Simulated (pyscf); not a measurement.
PySCF, gas phase, ωB97X-D3(BJ)/def2-SVP geometries.

Q: `[NH3]` + `[NH2][Ti]([NH2])([NH2])[OH]` → `[NH2][Ti]([NH2])([NH2])[NH2]` + `[OH2]`
Surface: singlet. Broken: H–N, O–Ti. Formed: N–Ti, H–O. Give ΔE‡ and ΔE from ωB97M-D3(BJ)/def2-TZVP, relative to the separated reactants.

A: ΔE‡ = 13.8 kcal/mol, ΔE = +16.0 kcal/mol. Zero-point energy shifts the barrier by +0.1 kcal/mol. It is a four-centre exchange, with an imaginary mode of 979i cm⁻¹. On the reactant side the descent ends in an adduct with a N–Ti contact, 11.6 kcal/mol under the separated species and 24.0 kcal/mol under the saddle at ωB97X-D3(BJ)/def2-TZVP. On the product side the descent ends in a bound adduct, 9.4 kcal/mol under the separated species and 6.0 kcal/mol under the saddle at ωB97X-D3(BJ)/def2-TZVP. At ωB97M-D3(BJ) the saddle lies under the separated products, which points to a path from their complex (located at ωB97X-D3(BJ) alone), and parting the products costs more than the saddle. What is counted as formed (N–Ti) is already present as a longer contact in the reactant adduct; forming that adduct is a step of its own. This is the saddle that the search found; another between the same sides may lie lower.
